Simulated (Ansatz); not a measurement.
in.yaml

```yaml
crystal:
  periodic: [false, false, false]
  atoms:
    - {symbol: C, position_ang: [0.000000, 0.000000, 0.000000]}
    - {symbol: C, position_ang: [0.000000, 0.000000, 1.301443]}
basis:
  gaussian: {orbitals: cc-pVDZ}
magnetization: {spin_polarized: true, initial_magnetization: 2}
hamiltonian: {xc: {name: PBE}}
output: {orbitals: {seedname: orbitals}}
```

```sh
$ ansatz run in.yaml --threads 1 --pin off --events-out ev --progress --plain --max-ram 2816MiB --backend cpu
```

**Question.** Roughly how long does this take on 1 thread of AMD EPYC 7R13, shared host, and how much host memory?

**Answer.** 0.73 s wall and 0.12 GiB.

```
268 factors; integrals over basis functions are off by at most 5.5e-4 eV
mean field evaluation 1: about -2062.3914 eV, gradient 1.2e1 eV
mean field evaluation 2: about -2062.7897 eV, gradient 9.4e0 eV
mean field evaluation 4: about -2063.3512 eV, gradient 2.0e-1 eV
mean field evaluation 8: about -2063.3504 eV, gradient 1.1e-3 eV
mean field evaluation 16: about -2063.2653 eV, gradient 3.7e0 eV
mean field evaluation 32: about -2063.1434 eV, gradient 4.7e0 eV
mean field -2063.35035504 eV, -75.8267269587 hartree, gradient 1.3e-5 eV, S^2 2.001954; 5 other end points of the search recorded, 0 dependent functions left out
reference -2063.35037418 eV, -75.8267276619 hartree; 7, 5 occupied and 21, 23 virtual orbitals, 268 factors
Total energy: -2063.35037418 eV, -75.8267276619 hartree
```
